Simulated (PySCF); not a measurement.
**Core binding energy against partial charge**

Species: C₄H₅F.
SMILES with atom numbers: `[CH2:1]=[CH:2][C:3](=[CH2:4])[F:5]`

Geometry (PBE0-D3(BJ)/def2-SVP, Å), atoms numbered from 1 in this order:
```
atom  x, y, z in Å
C1    -1.7980   -0.1873    0.3458
C2    -0.6531   -0.1367   -0.3448
C3     0.6448    0.1220    0.2601
C4     1.8138    0.1848   -0.3849
F5     0.6075    0.3063    1.5840
H6    -1.8095   -0.0314    1.4270
H7    -2.7494   -0.3848   -0.1520
H8    -0.6439   -0.2927   -1.4274
H9     1.8486    0.0342   -1.4637
H10    2.7393    0.3855    0.1559
```

Binding energies: PySCF 2.14.0, delta-SCF UKS SCAN, pcX-2 on the ionised atom, pcseg-1 elsewhere, spin-free X2C. Charges: PBE0/pcSseg-1 ground-state density, for the ionised atom.

```
atom           environment  C 1s (eV)  Mulliken (e)  IAO (e)  Hirshfeld (e)  ESP (e)
  C4  terminal =CH2 carbon     290.19        -0.216   -0.372         -0.128   -0.691
  C1  terminal =CH2 carbon     290.34        -0.143   -0.292         -0.089   -0.373
  C2      alkene CH carbon     291.08        -0.278   -0.168         -0.059   -0.227
  C3    vinylic C–F carbon     293.13        +0.248   +0.299         +0.086   +0.424
```

Problem. Give the correlation coefficient and slope of binding energy on charge for each scheme.

Solution. IAO: r = 1.00, slope 4.5 eV per e; Hirshfeld: r = 0.99, slope 14.4 eV per e; ESP: r = 0.97, slope 2.8 eV per e; Mulliken: r = 0.88, slope 5.0 eV per e. On 4 points no scheme stands out.

Problem. The point-charge model writes a binding energy as kq + V + constant, with V the potential of the other atoms' charges at the site. What does it give with the IAO charges?

Solution. V = Σ 14.40 eV Å × q/r over all other atoms: +5.68 eV at C4, +3.43 eV at C1, +1.76 eV at C2, -5.50 eV at C3. Fitting binding energy − V to q gives k = 20.5 eV per e and leaves an rms residual of 0.29 eV, against 0.08 eV for the fit on q alone. The model has no term for differences in relaxation between sites.

Spin contamination (⟨S²⟩ against 0.75 for a pure doublet) is marked for C 1s of C2 (0.92) and C 1s of C3 (0.92), which makes these values less certain. Isolated species at its PBE0-D3(BJ)/def2-SVP geometry (one conformer only).
